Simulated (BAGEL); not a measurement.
**B3LYP/6-31G(d) (density fitting with qzvpp-jkfit, spherical functions) run of BNH4 (SMILES BN)**

Aim: the energy change on altering one bond length of BNH4 at B3LYP/6-31G* (density fitting with qzvpp-jkfit, spherical functions), from 2 runs. 

The calculation is run with BAGEL 1.2.2.

6 further runs of the same task are left out: 6 set aside as unsound or not needed. Runs told in other sessions of the task aren't counted.

### Step 1. Starting point

BNH4: 6 atoms, total charge 0, spin state singlet. SMILES: `BN`. Geometry: relaxed at PBE0-D4/def2-TZVP.

Bond lengths: B1–N2 1.385 Å, B1–H3 1.197 Å, B1–H4 1.197 Å, N2–H5 1.006 Å, N2–H6 1.006 Å. Angles: B1–N2–H5 123.2°, B1–N2–H6 123.2°, N2–B1–H3 119.0°, N2–B1–H4 119.0°, H5–N2–H6 113.5°, H3–B1–H4 122.0°.

### Step 2. The energy at B3LYP/6-31G(d) (density fitting with qzvpp-jkfit, spherical functions)

Contents of input.json:

```json
{ "bagel": [

{
  "title": "molecule",
  "basis": "6-31gs.json",
  "df_basis": "qzvpp-jkfit",
  "angstrom": true,
  "geometry": [
    { "atom": "B", "xyz": [      -0.128200,      -0.679600,      -0.025600 ] },
    { "atom": "N", "xyz": [       0.146100,       0.677400,       0.010800 ] },
    { "atom": "H", "xyz": [       0.225800,      -1.368000,       0.887500 ] },
    { "atom": "H", "xyz": [      -0.712000,      -1.128700,      -0.969200 ] },
    { "atom": "H", "xyz": [      -0.121600,       1.313700,      -0.720800 ] },
    { "atom": "H", "xyz": [       0.632000,       1.121400,       0.771300 ] }
  ]
},

{
  "title": "ks",
  "xc_func": "b3lyp"
},

{
  "title": "print",
  "file": "orbitals.molden",
  "orbitals": true
}

]}
```

The basis set 6-31G* is read from a file made from the Basis Set Exchange's data (not shown).

Started as:

```
$ BAGEL_NUM_THREADS=1 BAGEL input.json > input.out
```

Log:

```text
* using 1 threads per process

  ===============================================================
  ===============================================================

  *** Geometry ***

  { "atom" : "B", "xyz" : [     -0.242263,     -1.284258,     -0.048377 ] },
  { "atom" : "N", "xyz" : [      0.276089,      1.280100,      0.020409 ] },
  { "atom" : "H", "xyz" : [      0.426700,     -2.585145,      1.677132 ] },
  { "atom" : "H", "xyz" : [     -1.345485,     -2.132934,     -1.831523 ] },
  { "atom" : "H", "xyz" : [     -0.229791,      2.482533,     -1.362115 ] },
  { "atom" : "H", "xyz" : [      1.194307,      2.119139,      1.457546 ] },

  Number of auxiliary basis functions:      224

  Since a DF basis is specified, we compute 2- and 3-index integrals:
    o Being stored without compression. Storage requirement is 0.002 GB

  Number of basis functions:       36
  Number of electrons      :       16

    * METHOD: MOLECULE                             0.06

  *** Kohn-Sham DFT ***

    * Removing 8985 points whose weight is below 1.00e-10
    * Grid points: 80451

  === Nuclear Repulsion ===
    32.3160930479

       - DIIS with orbital gradients will be used.

  === KS iteration (b3lyp / 6-31gs.json) ===
      0        -69.06174924          0.21551214           0.13
      1        -71.05201221          0.15525605           0.11
      2        -69.97459677          0.22634982           0.10
      3        -80.81158791          0.11448298           0.10
      4        -81.30431051          0.09092789           0.10
      5        -81.53271169          0.07538620           0.10
      6        -82.00632893          0.01888432           0.10
      7        -82.03753516          0.00141953           0.10
      8        -82.03768251          0.00024842           0.10
      9        -82.03768761          0.00003783           0.10
     10        -82.03768773          0.00000166           0.10
     11        -82.03768773          0.00000048           0.10
     12        -82.03768773          0.00000010           0.10
     13        -82.03768773          0.00000001           0.10
     14        -82.03768773          0.00000000           0.10
    * SCF iteration converged.

    * Permanent dipole moment:
           (   -0.167107,    -0.827288,    -0.022168) a.u.

    * METHOD: KS                                   1.88

    * METHOD: PRINT                                0.01

  ===============================================================
```

It took 2.1 s on 1 thread of Arm Neoverse N1, shared host.

### Step 3. The distorted shape, same level

Contents of input.json:

```json
{ "bagel" : [

{
  "title" : "molecule",
  "basis" : "6-31gs.json",
  "df_basis" : "qzvpp-jkfit",
  "angstrom" : true,
  "geometry" : [
    { "atom" : "B", "xyz" : [      -0.169352,      -0.883187,      -0.031061 ] },
    { "atom" : "N", "xyz" : [       0.146100,       0.677400,       0.010800 ] },
    { "atom" : "H", "xyz" : [       0.184648,      -1.571587,       0.882039 ] },
    { "atom" : "H", "xyz" : [      -0.753152,      -1.332287,      -0.974661 ] },
    { "atom" : "H", "xyz" : [      -0.121600,       1.313700,      -0.720800 ] },
    { "atom" : "H", "xyz" : [       0.632000,       1.121400,       0.771300 ] }
  ]
},

{
  "title" : "ks",
  "xc_func" : "b3lyp"
},

{
  "title" : "print",
  "file" : "orbitals.molden",
  "orbitals" : true
}

]}
```

The basis set 6-31G* is read from a file made from the Basis Set Exchange's data (not shown).

Started as:

```
$ BAGEL_NUM_THREADS=1 BAGEL input.json > input.out
```

Log:

```text
* using 1 threads per process

  ===============================================================
  ===============================================================

  *** Geometry ***

  { "atom" : "B", "xyz" : [     -0.320029,     -1.668982,     -0.058697 ] },
  { "atom" : "N", "xyz" : [      0.276089,      1.280100,      0.020409 ] },
  { "atom" : "H", "xyz" : [      0.348934,     -2.969869,      1.666812 ] },
  { "atom" : "H", "xyz" : [     -1.423251,     -2.517658,     -1.841842 ] },
  { "atom" : "H", "xyz" : [     -0.229791,      2.482533,     -1.362115 ] },
  { "atom" : "H", "xyz" : [      1.194307,      2.119139,      1.457546 ] },

  Number of auxiliary basis functions:      224

  Since a DF basis is specified, we compute 2- and 3-index integrals:
    o Being stored without compression. Storage requirement is 0.002 GB

  Number of basis functions:       36
  Number of electrons      :       16

    * METHOD: MOLECULE                             0.06

  *** Kohn-Sham DFT ***

    * Removing 8608 points whose weight is below 1.00e-10
    * Grid points: 80828

  === Nuclear Repulsion ===
    30.0578892934

       - DIIS with orbital gradients will be used.

  === KS iteration (b3lyp / 6-31gs.json) ===
      0        -70.28503575          0.19851439           0.13
      1        -71.62649501          0.14954491           0.11
      2        -68.28736429          0.19693697           0.10
      3        -80.88488843          0.10635538           0.10
      4        -81.75826521          0.05152211           0.10
      5        -81.76903667          0.05020203           0.10
      6        -81.76304679          0.05085654           0.10
      7        -81.94726151          0.02616994           0.10
      8        -82.01463119          0.00169422           0.10
      9        -82.01500233          0.00052811           0.10
     10        -82.01503374          0.00015512           0.10
     11        -82.01503734          0.00004016           0.10
     12        -82.01503750          0.00000279           0.10
     13        -82.01503750          0.00000037           0.10
     14        -82.01503750          0.00000002           0.10
     15        -82.01503750          0.00000001           0.10
    * SCF iteration converged.

    * Permanent dipole moment:
           (   -0.116489,    -0.576870,    -0.015455) a.u.

    * METHOD: KS                                   1.98

    * METHOD: PRINT                                0.00

  ===============================================================
```

It took 2.2 s on 1 thread of Arm Neoverse N1, shared host.

### Step 4. Outcome

Level: B3LYP/6-31G* (density fitting with qzvpp-jkfit, spherical functions).

| quantity | value |
| --- | --- |
| first shape: total energy | -82.03769 Eh |
| first shape: dipole moment | 2.15 D |
| first shape: HOMO energy | -8.04 eV |
| first shape: LUMO energy | 0.71 eV |
| first shape: HOMO–LUMO gap | 8.74 eV |
| distorted shape: total energy | -82.01504 Eh |
| distorted shape: dipole moment | 1.50 D |
| distorted shape: HOMO energy | -7.18 eV |
| distorted shape: LUMO energy | -0.17 eV |
| distorted shape: HOMO–LUMO gap | 7.01 eV |
| energy change with the B1–N2 bond stretched from 1.385 to 1.593 Å | 0.616 eV |

In words: With the B1–N2 bond stretched from 1.385 to 1.593 Å the energy rises by 0.62 eV (59.5 kJ/mol). The first shape isn't relaxed at this level, so the change isn't measured from a minimum.
